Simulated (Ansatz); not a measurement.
Input for Ansatz (development build ahead of 0.2.0):

```yaml
crystal:
  periodic: [false, false, false]
  atoms:
    - { symbol: H, position_ang: [0.0, 0.0, -1.065] }
    - { symbol: C, position_ang: [0.0, 0.0, 0.0] }
    - { symbol: "N", position_ang: [0.0, 0.0, 1.2683] }
basis:
  gaussian: { orbitals: cc-pVTZ }
magnetization:
  spin_polarized: true
hamiltonian:
  xc: hf
correlation:
  method: bccd_t
  frozen_orbitals: { C: 1, H: 0, "N": 1 }
```

The input is written out in the form of the current development build from the run's settings.

Results

| Quantity | Value |
| --- | --- |
| Converged | yes |
| Reference energy (starting determinant) | -92.87505 hartree |
| Correlation energy | -0.38058 hartree |
| Total energy | -93.25563 hartree |
